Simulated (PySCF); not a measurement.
trimethylamine (C3H9N), SMILES CN(C)C. Heavy atoms are numbered as in [CH3:1][N:2]([CH3:3])[CH3:4]. Hydrogens are named by the atom that carries them.

The structure is a stationary point at B3LYP-D3(BJ)/def2-SVP.

Calculation: PBE0/pcSseg-1 in PySCF.

GIAO shieldings, no solvent; atoms alike by connectivity are averaged. δ = σ(ref) − σ: ¹³C against TMS (σ = 186.3 ppm); ¹⁵N against NH3 (σ = 267.4 ppm); ¹H against TMS (σ = 31.56 ppm), references at their B3LYP-D3(BJ)/def2-TZVP geometries, non-relativistic.

Estimate the chemical shifts. (An estimate is asked for; the answer gives what the named calculation found.)


| nucleus | atoms | count | δ (ppm) |
|---|---|---|---|
| ¹³C | C1 (CH3) | 3 | 49.1 |
| ¹⁵N | N2 | 1 | 32.7 |
| ¹H | H on C1 | 9 | 2.33 |
